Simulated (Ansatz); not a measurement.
A ladder of methods for AlH (SMILES [AlH])

AlH has 2 atoms, charge 0, and is taken as a singlet. As SMILES, `[AlH]`. The shape is that of a PBE0-D4/def2-TZVP optimisation.

```xyz
2

Al    0.0000    0.0000   -0.0256
H     0.0000    0.0000    1.6391
```

Each level gives the energy change with the Al1–H2 bond stretched from 1.665 to 2.420 Å (eV). The values are calculated.

```tsv
level	kind	program	value (eV)	less FCI/3-21G	CPU time (all runs)
SVWN5/3-21G (restricted)	LDA	Ansatz	0.96	+0.06	0.64 s
BLYP/3-21G (restricted)	GGA	Ansatz	0.96	+0.06	0.9 s
PBE/3-21G (restricted)	GGA	Ansatz	0.96	+0.06	0.88 s
revPBE/3-21G (restricted)	GGA	Ansatz	0.95	+0.05	0.87 s
r2SCAN/3-21G (restricted)	meta-GGA	Ansatz	1.06	+0.16	2.8 s
wB97M-V/3-21G (restricted)	range-separated hybrid	Ansatz	1.14	+0.24	8.7 s
MP2/3-21G (restricted)	perturbation theory	Ansatz	1.11	+0.21	0.27 s
FCI/3-21G	exact in the basis	Ansatz	0.90	0.00	0.34 s
```

FCI/3-21G is exact within its basis and frozen core, so for wave-function methods in that basis the difference is their error; functionals converge differently with the basis, so for them it is only a difference. The first shape isn't each level's own minimum. The values span 0.90 to 1.14 eV. All rows use very small basis sets, so even the best lies far from the true value. Times are those of the runs behind each value, whatever else they computed, on shared processors of several kinds: orders of magnitude only.
